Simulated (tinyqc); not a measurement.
Worked calculation: Hueckel theory of the pi electrons with the omega technique, for the molecule O=Cc1c[cH+]1 (SMILES; centres numbered as the heavy atoms are written). Computed by tinyqc, a small Python program that keeps every step. Settings: charge = 1, omega = 1.0, damping = 0.7. Command: `OMP_NUM_THREADS=1 python tinyqc.py 28892 28893 out.jsonl` (the two numbers bound the seeds that draw the settings). One thread of a shared host (Intel(R) Xeon(R) Processor @ 2.60GHz), about 0.01 s of CPU time with the checks.

## The Hueckel matrix

Centres:
```
centre  z_r, pi electrons of the neutral centre         h
1O                                            1  1.000000
2C                                            1  0.000000
3C                                            1  0.000000
4C                                            1  0.000000
5C                                            1  0.000000
```

Bonds:
```
i  j         k
1  2  1.000000
2  3         1
3  4         1
4  5         1
5  3         1
```

H_rr = alpha + h_r beta, H_rs = k_rs beta for bonded centres.

Hueckel matrix in units of beta (H = alpha + beta A):
```
          1O        2C        3C        4C        5C
1O  1.000000  1.000000  0.000000  0.000000  0.000000
2C  1.000000  0.000000  1.000000  0.000000  0.000000
3C  0.000000  1.000000  0.000000  1.000000  1.000000
4C  0.000000  0.000000  1.000000  0.000000  1.000000
5C  0.000000  0.000000  1.000000  1.000000  0.000000
```

## Orbitals, round 1

pi electrons, sum of z_r less the charge = 4

Diagonalise; E = alpha + x beta with beta < 0, so the largest x are filled first; degenerate levels share their electrons. P = sum n_i c_ri c_si; each orbital has its largest coefficient positive (the first on a tie).

x values: 2.263077  1.515722  -0.182644  -1.000000  -1.596155

occupations: 2.000000  2.000000  0.000000  0.000000  0.000000

coefficients:
```
         MO1        MO2        MO3        MO4        MO5
1O  0.310401   0.773358  -0.506876   0.000000   0.220558
2C  0.392060   0.398838   0.599453   0.000000  -0.572602
3C  0.576862  -0.168832   0.397389   0.000000   0.693404
4C  0.456711  -0.327370  -0.336017   0.707107  -0.267089
5C  0.456711  -0.327370  -0.336017  -0.707107  -0.267089
```

charge and bond-order matrix P:
```
           1O        2C        3C         4C         5C
1O   1.388863  0.860280  0.096982  -0.222821  -0.222821
2C   0.860280  0.625565  0.317656   0.096982   0.096982
3C   0.096982  0.317656  0.722547   0.637459   0.637459
4C  -0.222821  0.096982  0.637459   0.631512   0.631512
5C  -0.222821  0.096982  0.637459   0.631512   0.631512
```

## Omega technique, round 1

h_r = h_r(0) + omega q_r, omega = 1, with q_r = z_r - P_rr; 0.7 of the old diagonal is kept.

matrix after round 1:
```
          1O        2C        3C        4C        5C
1O  0.883341  1.000000  0.000000  0.000000  0.000000
2C  1.000000  0.112330  1.000000  0.000000  0.000000
3C  0.000000  1.000000  0.083236  1.000000  1.000000
4C  0.000000  0.000000  1.000000  0.110546  1.000000
5C  0.000000  0.000000  1.000000  1.000000  0.110546
```

## Orbitals, round 2

As before.

x values: 2.346426  1.492529  -0.139415  -0.889454  -1.510086

occupations: 2.000000  2.000000  0.000000  0.000000  0.000000

coefficients:
```
         MO1        MO2        MO3        MO4        MO5
1O  0.257968   0.757260  -0.550220   0.000000   0.239308
2C  0.377429   0.461313   0.562741   0.000000  -0.572766
3C  0.585244  -0.120556   0.408553   0.000000   0.689957
4C  0.473545  -0.315606  -0.326853   0.707107  -0.263279
5C  0.473545  -0.315606  -0.326853  -0.707107  -0.263279
```

charge and bond-order matrix P:
```
           1O        2C        3C         4C         5C
1O   1.279979  0.893397  0.119364  -0.233672  -0.233672
2C   0.893397  0.710525  0.330548   0.066273   0.066273
3C   0.119364  0.330548  0.714089   0.630375   0.630375
4C  -0.233672  0.066273  0.630375   0.647703   0.647703
5C  -0.233672  0.066273  0.630375   0.647703   0.647703
```

## Omega technique, round 2

As before.

matrix after round 2:
```
          1O        2C        3C        4C        5C
1O  0.834345  1.000000  0.000000  0.000000  0.000000
2C  1.000000  0.165474  1.000000  0.000000  0.000000
3C  0.000000  1.000000  0.144038  1.000000  1.000000
4C  0.000000  0.000000  1.000000  0.183071  1.000000
5C  0.000000  0.000000  1.000000  1.000000  0.183071
```

## Convergence

Each round sets h_r = h_r(0) + omega (z_r - P_rr), keeping the share named as damping of the old diagonal; repeat until output and input diagonals agree to 1e-6.

Rounds:
```
round   sum n x  largest |h(out) - h(in)|
1      7.557598                  3.89e-01
2      7.677909                  2.42e-01
3      7.793273                  1.61e-01
4      7.885052                  1.08e-01
5      7.953466                  7.35e-02
6      8.003083                  5.03e-02
7      8.038581                  3.48e-02
8      8.063789                  2.41e-02
9      8.081614                  1.68e-02
10     8.094183                  1.16e-02
11     8.103032                  8.06e-03
12     8.109256                  5.59e-03
13     8.113630                  3.87e-03
14     8.116703                  2.69e-03
15     8.118861                  1.86e-03
16     8.120376                  1.29e-03
17     8.121439                  8.96e-04
18     8.122185                  6.21e-04
19     8.122709                  4.31e-04
20     8.123077                  2.99e-04
21     8.123335                  2.08e-04
22     8.123516                  1.44e-04
23     8.123642                  1.00e-04
24     8.123732                  6.96e-05
25     8.123794                  4.83e-05
26     8.123838                  3.36e-05
27     8.123868                  2.33e-05
28     8.123890                  1.62e-05
29     8.123905                  1.13e-05
30     8.123916                  7.84e-06
31     8.123923                  5.45e-06
32     8.123928                  3.79e-06
33     8.123932                  2.64e-06
34     8.123934                  1.84e-06
35     8.123936                  1.28e-06
36     8.123938                  8.90e-07
```

Converged in 36 rounds.

## Energy, charges, bond orders

final x values: 2.533971  1.527998  -0.042896  -0.665632  -1.353445

occupations: 2.000000  2.000000  0.000000  0.000000  0.000000

final P:
```
           1O        2C        3C         4C         5C
1O   1.176987  0.910675  0.153036  -0.240757  -0.240757
2C   0.910675  0.780457  0.347393   0.029924   0.029924
3C   0.153036  0.347393  0.711295   0.621509   0.621509
4C  -0.240757  0.029924  0.621509   0.665631   0.665631
5C  -0.240757  0.029924  0.621509   0.665631   0.665631
```

E = sum n x; q_r = z_r - P_rr; bond order p = P_rs; free valence = sqrt(3) - sum of p over the bonds of the atom.

pi energy = 4 alpha + this times beta = 8.123938

pi charges: 1O -0.176987, 2C 0.219543, 3C 0.288705, 4C 0.334369, 5C 0.334369

Bond orders and lengths from R = 1.517 - 0.180 p (angstrom, C-C alone):
```
bond         p         R
1-2   0.910675         -
2-3   0.347393  1.454469
3-4   0.621509  1.405128
4-5   0.665631  1.397186
5-3   0.621509  1.405128
```

free valence of the carbons: 2C 0.473983, 3C 0.141639, 4C 0.444911, 5C 0.444911

gap between the highest filled and the next level = 1.570894 |beta|
